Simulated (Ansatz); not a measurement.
in.yaml

```yaml
crystal:
  periodic: [false, false, false]
  atoms:
    - {symbol: O, position_ang: [0.000000, 0.000000, 0.000000]}
    - {symbol: Na, position_ang: [0.000000, 0.000000, 3.136000]}
basis:
  gaussian: {orbitals: cc-pVDZ}
total_charge: 1
magnetization: {spin_polarized: true, initial_magnetization: 0}
correlation: {method: ccsdt_q, electrons: outside_noble_gas}
```

```sh
$ ansatz run in.yaml --threads 1 --pin off --events-out ev --progress --plain --max-ram 2393MiB
```

Log:

```
522 factors; integrals over basis functions are off by at most 1.1e-7 eV
mean field evaluation 1: about -6429.8618 eV, gradient 1.9e1 eV
mean field evaluation 2: about -6429.9218 eV, gradient 1.9e1 eV
mean field evaluation 4: about -6431.2578 eV, gradient 2.5e-1 eV
mean field evaluation 8: about -6431.2733 eV, gradient 5.2e-5 eV
mean field evaluation 16: about -6431.6638 eV, gradient 2.5e0 eV
mean field evaluation 32: about -6433.5898 eV, gradient 3.5e-1 eV
mean field evaluation 64: about -6427.6079 eV, gradient 2.2e1 eV
mean field evaluation 96: about -6431.2733 eV, gradient 4.7e-4 eV
mean field evaluation 128: about -6433.7044 eV, gradient 1.9e0 eV
mean field evaluation 160: about -6429.5815 eV, gradient 1.9e1 eV
...
cycle  18  -4.28448603 eV  change    2.3e-6 eV  update   4.1e-5
cycle  19  -4.28447914 eV  change    6.9e-6 eV  update   2.4e-5
cycle  20  -4.28447276 eV  change    6.4e-6 eV  update   9.2e-6
cycle  21  -4.28447161 eV  change    1.2e-6 eV  update   5.8e-6
cycle  22  -4.28447130 eV  change    3.0e-7 eV  update   2.6e-6
cycle  23  -4.28447122 eV  change    8.2e-8 eV  update   1.8e-6
cycle  24  -4.28447203 eV  change   -8.1e-7 eV  update   1.2e-6
cycle  25  -4.28447150 eV  change    5.4e-7 eV  update   6.3e-7
cycle  26  -4.28447157 eV  change   -7.0e-8 eV  update   5.5e-7
cycle  27  -4.28447158 eV  change   -1.0e-8 eV  update   1.4e-7
perturbative correction -0.02935263 eV, -0.0010786892 hartree
WARN: the results are in doubt because among natural orbitals full CI differs from the method by +2.332 eV
Total energy: -6438.03106166 eV, -236.5932776620 hartree
In doubt: among natural orbitals full CI differs from the method by +2.332 eV
```

Ran on 1 thread of Arm Neoverse V1, shared host: 6.5 s wall, 0.14 GiB peak host memory.
